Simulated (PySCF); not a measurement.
isobutane (C4H10), SMILES CC(C)C. Atoms are numbered in the order given.

```xyz
14

C      1.2655    -0.7306    -0.0949
C      0.0000     0.0000     0.3714
C     -1.2655    -0.7306    -0.0949
C      0.0000     1.4613    -0.0949
H      1.2886    -1.7789     0.2679
H      1.3170    -0.7604    -1.2047
H      2.1848    -0.2265     0.2679
H      0.0000     0.0000     1.4859
H     -1.2886    -1.7789     0.2679
H     -1.3170    -0.7604    -1.2047
H     -2.1848    -0.2265     0.2679
H     -0.8963     2.0054     0.2679
H      0.8963     2.0054     0.2679
H      0.0000     1.5207    -1.2047
```
Charge 0, spin multiplicity 1.

Coordinates come from a PBE-D3(BJ)/def2-SVP optimisation.

These are PBE-D3(BJ)/def2-SVP in PySCF values and carry that method's errors.

Harmonic, unscaled wavenumbers; measured fundamentals usually lie a few per cent lower.

Modes within 1.5 cm⁻¹ of each other (mostly degenerate sets) share a row, with their intensities summed.

Computed normal modes with their intensities:
| mode | ν (cm⁻¹) | IR (km/mol) | moving atoms (share of kinetic energy) |
|---|---|---|---|
| 1 | 220 | 0.0 | H 99 % |
| 2–3 | 263 | 0.0 | H 94 % |
| 4–5 | 358 | 0.0 | C 55 %, H 45 % |
| 6 | 422 | 0.4 | C 51 %, H 49 % |
| 7 | 796 | 1.0 | C 68 %, H 32 % |
| 8–9 | 892 | 3.1 | H 84 %, C 16 % |
| 10 | 917 | 0.0 | H 82 %, C 18 % |
| 11–12 | 956 | 0.8 | H 54 %, C 46 % |
| 13–15 | 1157 | 4.9 | H 55 %, C 45 % |
| 16–17 | 1298 | 5.9 | H 72 %, C 28 % |
| 18–19 | 1337 | 17.4 | H 71 %, C 29 % |
| 20 | 1359 | 2.6 | H 79 %, C 21 % |
| 21 | 1402 | 0.0 | H 96 % |
| 22–23 | 1408 | 0.7 | H 97 % |
| 24–25 | 1431 | 5.8 | H 93 % |
| 26 | 1436 | 16.4 | H 96 % |
| 27 | 2947 | 14.1 | H 92 % |
| 28–29 | 2956 | 61.9 | H 97 % |
| 30 | 2961 | 14.4 | H 97 % |
| 31–32 | 3040 | 11.0 | H 91 %, C 9 % |
| 33 | 3046 | 69.3 | H 91 %, C 9 % |
| 34 | 3052 | 0.0 | H 90 %, C 10 % |
| 35–36 | 3054 | 77.4 | H 91 %, C 9 % |
